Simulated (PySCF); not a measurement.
Match the calculated data to a structure.

All candidates are C4H7ClO.

| technique | computed result |
| --- | --- |
| Polarisability | 65.2 au [B3LYP/def2-SVPD] |
| UV, first state | lowest singlet excitation: 6.43 eV (193 nm, f = 0.015) [TDDFT B3LYP/def2-SVPD] |
| Rotational structure | rotational constants A, B, C: 8.173, 1.505, 1.360 GHz [PBE0-D3(BJ)/def2-SVP] |
| Dipole | 1.70 D [B3LYP/def2-SVPD] |

Electronic properties: PySCF, gas phase, density fitting. Levels stand in brackets. Isolated species at its PBE0-D3(BJ)/def2-SVP geometry (one conformer only).

Question: Which candidate is it?
A. `ClCC1COC1`
B. `CO/C(C)=C\Cl`
C. `CO/C(C)=C/Cl`

Answer: A. It is `ClCC1COC1`. Numbering: `[Cl:1][CH2:2][CH:3]1[CH2:4][O:5][CH2:6]1`. Its formula, C4H7ClO, gives 1 degree of unsaturation: 1 ring and 0 π bonds in the structure found. The optimised geometry has point group C1 and is an asymmetric top.

The others, at the same levels:
- `CO/C(C)=C\Cl` fails: its computed lowest singlet excitation is 5.60 eV (221 nm, f = 0.000) (against 6.43 eV), static isotropic polarisability is 70.3 au (against 65.2 au) and rotational constant A is 4.103 GHz (against 8.173 GHz).
- `CO/C(C)=C/Cl` fails: its computed lowest singlet excitation is 5.64 eV (220 nm, f = 0.005) (against 6.43 eV), static isotropic polarisability is 70.4 au (against 65.2 au) and rotational constant A is 5.326 GHz (against 8.173 GHz).

Each candidate is one conformer, not necessarily the lowest. The conformers computed, where there is a choice (atom-mapped SMILES and torsion angles):
- `[Cl:1][CH2:2][CH:3]1[CH2:4][O:5][CH2:6]1`: Cl1–C2–C3–C4 -166°
- `[CH3:1][O:2]/[C:3]([CH3:4])=[CH:5]\[Cl:6]`: C1–O2–C3–C4 -178°
- `[CH3:1][O:2]/[C:3]([CH3:4])=[CH:5]/[Cl:6]`: C1–O2–C3–C4 180°
